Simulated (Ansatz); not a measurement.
`CC(F)CF` and `CC(F)C=N` differ in one atom or group.

Ansatz, PBE0-D4/def2-TZVP geometries, multiplicity 1. Each molecule was computed in one conformer, which needn't be the lowest.

```csv
property,`CC(F)CF`
LUMO energy (ωB97M-V/def2-TZVPP) / eV,2.59
LUMO energy (PBE0/def2-TZVPP) / eV,1.16
HOMO energy (PBE0/def2-TZVPP) / eV,-9.27
HOMO–LUMO gap (PBE0/def2-TZVPP) / eV,10.43
HOMO energy (PBE/def2-TZVPP) / eV,-7.55
LUMO energy (PBE/def2-TZVPP) / eV,0.37
```

Question: Give the same properties after the change, and the shifts. (Estimate.)

Answer: Computed: 
```csv
property,`CC(F)C=N`,shift
LUMO energy (ωB97M-V/def2-TZVPP) / eV,1.89,-0.70
LUMO energy (PBE0/def2-TZVPP) / eV,-0.30,-1.46
HOMO energy (PBE0/def2-TZVPP) / eV,-7.75,1.52
HOMO–LUMO gap (PBE0/def2-TZVPP) / eV,7.44,-2.99
HOMO energy (PBE/def2-TZVPP) / eV,-6.20,1.35
LUMO energy (PBE/def2-TZVPP) / eV,-1.43,-1.80
```

With PBE0 the HOMO rises by 1.52 eV and the LUMO falls by 1.46 eV, so the gap narrows by about 2.98 eV. PBE moves the HOMO by 1.35 eV and ωB97M-V by 1.53 eV.
